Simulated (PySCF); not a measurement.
From results back to the method.

Species: C₅H₇F.
SMILES: `C#C[C@@H](C)CF`

The closed-shell ground state was solved 7 times with PySCF (density fitting, gas phase), always with PBE0, in these basis sets: IGLO-III, STO-3G, aug-cc-pVDZ, cc-pVTZ, def2-SVP, pcSseg-0 and pcSseg-1. Geometry: PBE0-D3(BJ)/def2-SVP, one conformer, isolated molecule.

```
row  total energy (Eh)  HOMO (eV)  LUMO (eV)  dipole (D)
  P          -294.2976      -7.95       0.61        1.07
  Q          -293.9586      -7.86       1.13        1.07
  R          -293.5161      -8.08       1.16        1.48
  S          -290.3917      -5.26       5.10        0.35
  T          -294.2809      -7.90       0.92        1.01
  U          -294.1459      -7.97       0.94        1.16
  V          -294.2112      -7.94      -0.04        1.08
```

Task: Which basis belongs to which row?

Result: P = IGLO-III, Q = def2-SVP, R = pcSseg-0, S = STO-3G, T = cc-pVTZ, U = pcSseg-1, V = aug-cc-pVDZ. From the lowest total energy up: IGLO-III (280 functions) 0 eV; cc-pVTZ (278 functions) +0.45 eV; aug-cc-pVDZ (201 functions) +2.35 eV; pcSseg-1 (137 functions) +4.13 eV; def2-SVP (119 functions) +9.22 eV; pcSseg-0 (68 functions) +21.26 eV; STO-3G (37 functions) +106.28 eV.

Shape of the structure used: `[CH:1]#[C:2][C@@H:3]([CH3:4])[CH2:5][F:6]`: C2–C3–C5–F6 176°.
